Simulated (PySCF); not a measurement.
# Gas-phase thermal properties of C3H3 (propargyl)

Method: PySCF energies (xtb for GFN2) plus ideal-gas RRHO corrections (1 bar). The comparison is the NASA 1993 polynomial table, which mixes measured and estimated data. 6-31G* has spherical d functions here. Open shells (unrestricted): C3H3 (propargyl) (multiplicity 2). GFN2 has no spin-polarisation term. B3LYP is the form with VWN-RPA correlation. The harmonic model lacks anharmonicity and excited electronic states, which grow with temperature; levels with a mode under 35 cm⁻¹ are left out. The table's entry may be an old estimate for C3H3 (propargyl) (not checked at source). Warning, spin contamination: C3H3 (propargyl) (HF/6-31G*).

| level | point group | σ | ZPE (kJ/mol) | S°298 (J/mol/K) | Cp298 (J/mol/K) | S°1000 (J/mol/K) | H1000 − H298 (kJ/mol) |
|---|---|---|---|---|---|---|---|
| table | - | - | - | 253.3 | 60.1 | 351.6 | 59.9 |
| B3LYP/6-31G* | C2v | 2 | 107.7 | 255.2 | 63.0 | 354.8 | 60.5 |
| GFN2-xTB | C2v | 2 | 105.4 | 256.6 | 63.7 | 357.0 | 60.9 |
| HF/6-31G* | C2v | 2 | 111.6 | 254.1 | 61.7 | 352.4 | 59.7 |
| PBE/def2-SVP | C2v | 2 | 104.9 | 255.2 | 63.2 | 355.8 | 61.1 |
| PBE0/def2-TZVP | C2v | 2 | 108.0 | 253.8 | 61.9 | 353.0 | 60.3 |
σ: rotational symmetry number. Electronic degeneracy used: 2. Frequencies are unscaled.
